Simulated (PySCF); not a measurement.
H₂O₂, SMILES OO. Atoms are numbered in the order given.

```xyz
4

O      0.1158     0.7234    -0.0576
O     -0.1158    -0.7234    -0.0576
H     -0.6597     1.0155     0.4612
H      0.6597    -1.0155     0.4612
```

Geometry: PBE-D3(BJ)/def2-TZVP.

Calculation: PBE0/pcJ-1 (PySCF).

Isotropic couplings with Fermi-contact, spin-dipole and both spin-orbit terms, one fixed conformer, no vibrational averaging. Isotopes: 1H.

Computed spin–spin coupling constants:
```json
[
 {"pair": "H3–H4", "bonds apart": "3", "J (Hz)": "0.7"}
]
```
